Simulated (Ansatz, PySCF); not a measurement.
A calculation on zinc-blende BAs returned lattice constant a 4.835 Å, bulk modulus 127 GPa, cohesive energy 4.73 eV/atom.

For reference: lattice constant a 4.777 Å (measured, room temperature, not corrected to a static lattice; as tabulated in Lucero et al. (2012), arXiv:1111.4515); bulk modulus 142 GPa (measured, temperature not stated, no zero-point or thermal correction; as tabulated in PMC11618452 (zinc blende boron arsenide), quoting Tian et al.).

Which level of theory produced these numbers?
A. rVV10 (Ansatz, a quantum-chemistry and plane-wave program)
B. PBE0-D3(BJ) (Ansatz)
C. B3LYP (VWN-RPA form) (Ansatz)
D. CCSD(T) (PySCF)

A, rVV10 (Ansatz)

The others give: CCSD(T) 4.769 Å, 143 GPa, 4.50 eV/atom; PBE0-D3(BJ) 4.727 Å, 154 GPa, 4.95 eV/atom; B3LYP (VWN-RPA form) 4.822 Å, 132 GPa, 4.17 eV/atom.

Unless a cell is named, each level is at its own relaxed cell (B3LYP (VWN-RPA form) 14.02, CCSD(T) 13.56, PBE0-D3(BJ) 13.20, rVV10 14.13 Å³/atom).

Ansatz's density-functional and Hartree–Fock values are scalar-relativistic unless marked +SOC, with PAW data made under PBE.
